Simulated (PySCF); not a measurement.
## Towards the basis-set limit for SH⁺

State: ³Σ⁻, triplet, unpaired electrons π ↑↑. De refers to H + S⁺. ROHF-based CCSD(T) in PySCF 2.14 with H aug-cc-pVTZ, S aug-cc-pV(T+d)Z and H aug-cc-pVQZ, S aug-cc-pV(Q+d)Z (frozen core orbitals: 5; no relativity). Correlation energies are extrapolated as n⁻³ (n = 3, 4), Hartree–Fock as (n+1)·exp(−9√n). CV is the change on freezing 1 orbitals instead, in H cc-pVTZ, S cc-pwCVTZ. SR is the spin-free X2C energy in H cc-pVTZ-DK, S cc-pVTZ-DK less the non-relativistic one in H cc-pVTZ, S cc-pVTZ.

```
            Level  Re (Å)  ωe (cm⁻¹)  ωexe (cm⁻¹)  αe (cm⁻¹)  De (eV)
       CCSD(T)/TZ  1.3658     2548.2         49.4      0.284    3.598
       CCSD(T)/QZ  1.3649     2554.5         49.1      0.284    3.674
           HF/CBS  1.3478     2723.0         42.4      0.253    2.511
          MP2/CBS  1.3565     2632.7         45.0      0.267    3.588
         CCSD/CBS  1.3620     2580.5         47.6      0.278    3.695
      CCSD(T)/CBS  1.3647     2557.1         48.6      0.283    3.728
   CCSD(T)/CBS+CV  1.3633     2559.2         48.7      0.284    3.736
CCSD(T)/CBS+CV+SR  1.3633     2555.9         48.7      0.284    3.727
```

Task: How much is left between CCSD(T)/QZ and the basis-set limit, and how much do the triples give at the limit?

Result: CCSD(T)/CBS less CCSD(T)/QZ: -0.2 mÅ in Re, +2.6 cm⁻¹ in ωe and +0.054 eV in De. CCSD(T)/CBS less CCSD/CBS: +2.7 mÅ in Re, -23.4 cm⁻¹ in ωe and +0.033 eV in De.

Task: What do the later terms add?

Result: CV: -1.4 mÅ in Re, +2.1 cm⁻¹ in ωe and +0.008 eV in De; SR: +0.0 mÅ in Re, -3.3 cm⁻¹ in ωe and -0.009 eV in De, each against the row above.

The T1 diagnostic is 0.020. The state was picked by a PBE0 search and need not be the measured ground state. Spin–orbit coupling, excitations beyond (T) and corrections to the Born–Oppenheimer picture are left out.

The whole job (state search and all basis sets along the bond) took about 9.6 min on 4 threads of Arm Neoverse V1 (shared host), peak memory 16 GiB.
